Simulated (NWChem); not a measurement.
System: nitrogen trifluoride (NF$_{3}$); SMILES FN(F)F

```xyz
4

F      0.8608     0.8608    -0.1211
N      0.0000     0.0000     0.4672
F     -1.1759     0.3151    -0.1211
F      0.3151    -1.1759    -0.1211
```
Atoms are numbered in this order, from 1.

Computed with NWChem. All runs use the structure optimised with PBE0/def2-SVP.

### Question
Among these, which level gives the highest value of “dipole (D)”?
A) Hartree-Fock/def2-QZVP
B) Hartree-Fock/aug-pcseg-1
C) Hartree-Fock/pcseg-1
D) Hartree-Fock/3-21G

### Answer
C, Hartree-Fock/pcseg-1. Values: Hartree-Fock/aug-pcseg-1 0.30; Hartree-Fock/def2-QZVP 0.32; Hartree-Fock/3-21G 0.32; Hartree-Fock/pcseg-1 0.42
